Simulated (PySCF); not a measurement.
Excitations are Tamm–Dancoff values on a coarser integration grid. The basis has no diffuse functions, so Rydberg states are missing or too high.

CH₂O, SMILES `C=O` (charge 0, multiplicity 1)

Method: TPSSh-D3(BJ)/def2-TZVP // PBE0-D3(BJ)/def2-TZVP (PySCF 2.14.0).

The HOMO is -6.96 eV, the dipole moment comes out as 0.469 e·Å and the HOMO–LUMO gap comes out as 5.18 eV. The LUMO comes out as -1.79 eV and the S1 excitation (TDA) is 4.22 eV. The S1 oscillator strength comes out as 0.000, the brightest of the four lowest singlets (TDA) comes out as 7.99 eV and the T1 excitation (TDA) is 3.48 eV. The S1–T1 gap (TDA) is 0.74 eV and the total energy comes out as -3117.17 eV. The cost is very roughly 60 core-seconds.

```xyz
4

C     -0.0048     0.0004    -0.0002
O      1.1857    -0.0994     0.0408
H     -0.6687    -0.8873    -0.0266
H     -0.5121     0.9862    -0.0140
```
Charge 0, spin multiplicity 1.
